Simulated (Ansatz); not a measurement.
We consider bcc V, described by PBEsol (Ansatz, a first-principles code, PAW).

Settings: plane-wave cutoff 500 eV, 18×8×1 k mesh (along the axes of the cell as run), Fermi–Dirac smearing 0.1 eV, scalar-relativistic PAW data made under PBE.

**Question.** What does this level give for the surface energy of the (210) face and work function of the (210) face?

**Answer.** 
surface energy of the (210) face: 2.81 J/m²
work function of the (210) face: 4.19 eV

The slab of 20 atoms is relaxed and unreconstructed.

It cost roughly 2.0 core-hours of CPU time.
